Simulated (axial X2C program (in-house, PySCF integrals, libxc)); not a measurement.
# What spin–orbit coupling does to Si₂

All values were computed with an axial X2C code built on PySCF integrals. Spin-free means the one-electron spin-free X2C Hamiltonian; two-component (2c) means X2C with spin–orbit coupling and atomic mean-field two-electron Coulomb and Gaunt terms, so the difference of the two also holds small scalar two-electron terms. Basis: Si dyall-v3z [8s7p2d1f] (cores contracted in-house); Gaussian nuclei, density fitting, unrestricted open shells. Masses: Si 27.977 u.

Spin-free state: M_S = 1, Λ = 0 (beyond evenly filled blocks: π+α, π-α); fragments Si + Si.

```csv
level,Re (Å),ωe (cm⁻¹),De (eV)
PBE0,2.260,516.2,3.295
```

Two-component determinant lowest at the distance of the search:

Ω = 1 (⟨Sz⟩ = 1.00, ⟨Lz⟩ = 0.00 at PBE0); fragments Si + Si.

```
level  Re (Å)  ωe (cm⁻¹)  De (eV)
 PBE0   2.261      516.1    3.294
```

(1) From the two tables, how do the constants change at the PBE0 level (2c against spin-free)?

The state is a single determinant with fixed occupations, the lowest that a limited PBE0 search found. Dissociation energies refer to the lowest single-determinant-based atoms at the same level and basis. Density functionals use the spin component along the axis (collinear). In 2c an atomic determinant is not the ground J level, so De misses part of the atomic spin–orbit lowering. This holds for PBE0. PBE0 can misorder states that lie within some tenths of an eV, so this need not be the ground state of the molecule. The nearest other spin-free determinant of the search, M_S = 1, Λ = 1, lies 0.38 eV up at the distance of the search. The functionals have no current-density term, which raises determinants with orbital currents, atoms included. With several unpaired electrons one determinant need not be a pure state. Open-shell Ω = 0 determinants with evenly filled partner blocks cannot be reached by this program, so the Ω shown need not be the lowest component. This is the Ω = 1 component of a π² triplet; the 0⁺ component is not one determinant and can lie lowest.

Answers

(1) At the PBE0 level Re is unchanged within 0.001 Å and ωe stays the same within 0.2 cm⁻¹; De is not compared, since the atomic limits differ or miss part of their spin–orbit lowering.
